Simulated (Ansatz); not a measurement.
A (111) slab of Ta (Fm-3m (No. 225)), 5 planes, outer planes Ta (top) and Ta (bottom), with 5 atoms (Ta5) in a surface cell of A = 7.550 Å², as cut from the bulk:

```
CELL_PARAMETERS angstrom
2.95259 0.00000 0.00000
-1.47629 2.55702 0.00000
0.00000 0.00000 24.64311
ATOMIC_POSITIONS crystal
Ta 0.66667 0.33333 0.30434
Ta 0.33333 0.66667 0.40217
Ta 0.00000 0.00000 0.50000
Ta 0.66667 0.33333 0.59783
Ta 0.33333 0.66667 0.69566
```

Level of theory: DFT PBEsol, scalar-relativistic, plane waves, PAW in Ansatz. Plane waves to 420 eV, a k mesh through Γ of 12×12×1 on the computed 5-atom cell and Gaussian smearing (0.10 eV); no spin polarisation.

Against the same 5 atoms in the bulk, the slab as cut lies 2.495 eV higher and the relaxed slab 2.492 eV higher.

(1) Work out the surface energy before and after relaxation.

(2) A cut through this plane breaks about 3 nearest-neighbour bonds a surface cell. What does each broken bond cost, before relaxation?

(3) What is the ideal work of this cut, per area?

Answers

(1) The slab has two faces, so γ = (E_slab − N·E_bulk)/(2A), the mean of both. As cut: 2.495/(2 × 7.550) = 0.1652 eV/Å², and 1 eV/Å² = 16.02 J/m², so γ = 2.65 J/m². Relaxed: 2.492/(2 × 7.550) = 0.1650 eV/Å² = 2.64 J/m². Relaxation recovers 0.1 % of the cost of cutting.

(2) One cut makes two faces and costs 2γA = 2.495 eV, shared by 3 bonds: 0.83 eV a bond. In a metal this is less than the cohesive energy a bond, since the bonds that remain at the surface strengthen.

(3) Griffith's ideal work is 2γ: 5.29 J/m², whether the new faces relax or not. One thickness was run, 5 planes, so γ can still shift with it.

The reference crystal is the fcc form of Ta, which isn't its usual structure.